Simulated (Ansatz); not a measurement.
## Titanium, hcp: convergence with Methfessel-Paxton smearing

Computed with Ansatz, LDA, scalar-relativistic PAW, on the relaxed cell (a = 2.864 Å, c = 4.540 Å (c/a = 1.585); spin not included). Errors count from a run at 420 eV on a Γ-centred 21×21×12 mesh with Fermi-Dirac smearing of 0.1 eV, extrapolated to zero width. Fixed here: cutoff 420 eV, mesh 13×13×7. The SCF starts from atomic densities corrected by a trained network.

```
width (eV)  E(σ→0) error (meV/atom)  F error (meV/atom)  P (GPa)  SCF iterations
      0.03                      0.4                 0.3    -0.20               5
       0.1                      0.3                 0.3    -0.14               5
       0.2                      0.2                 0.5    -0.17               5
       0.3                      0.2                 1.4    -0.23               5
       0.6                      4.7                13.1    -0.47               5
       1.0                     25.0                33.6    -0.38               5
```

Problem. What does the run at 0.01 give (width)?

Solution. E(σ→0) error (meV/atom): 0.3; F error (meV/atom): 0.4; P (GPa): -0.25; SCF iterations: 5.
